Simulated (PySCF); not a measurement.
**Chlorine: a sound run and one with changed settings**

Sound run: Cl [Ne] 3s2 3p5, Cl+ [Ne] 3s2 3p4. All numbers are calculated (PySCF 2.14, the spin-free X2C one-electron Hamiltonian (Gaussian nucleus), in cc-pVTZ-DK (5s4p2d1f, 34 functions)). In the sound run the correlated levels freeze [Ne]. The sound run starts from symmetry-adapted Hartree-Fock orbitals and uses a fine grid where one is needed.

Changed run: basis STO-3G, all-electron and non-relativistic. This setting is unsound on purpose.

| species | method | sound run (hartree) | changed run (hartree) | converged |
| --- | --- | --- | --- | --- |
| Cl | UHF | -460.89424 | -454.54219 | yes |
| Cl | PBE | -461.38787 | -454.91339 | yes |
| Cl | LDA | -460.05887 | -453.57551 | yes |
| Cl | MP2 | -461.05230 | -454.54219 | yes |
| Cl+ | UHF | -460.46221 | -454.12970 | yes |
| Cl+ | PBE | -460.91208 | -454.45362 | yes |
| Cl+ | LDA | -459.57431 | -453.11261 | yes |
| Cl+ | MP2 | -460.58581 | -454.12970 | yes |

Ionisation energy of Cl:

```csv
method,sound run (eV),changed run (eV)
UHF,11.756,11.224
PBE,12.947,12.511
LDA,13.185,12.596
MP2,12.694,11.224
SCS-MP2,12.692,11.224
```

A minimal basis cannot let orbitals breathe on ionisation and holds almost no correlation. The Hamiltonian changed with the basis, so the totals do not compare.

For comparison, NIST gives 12.968 eV between the lowest levels.
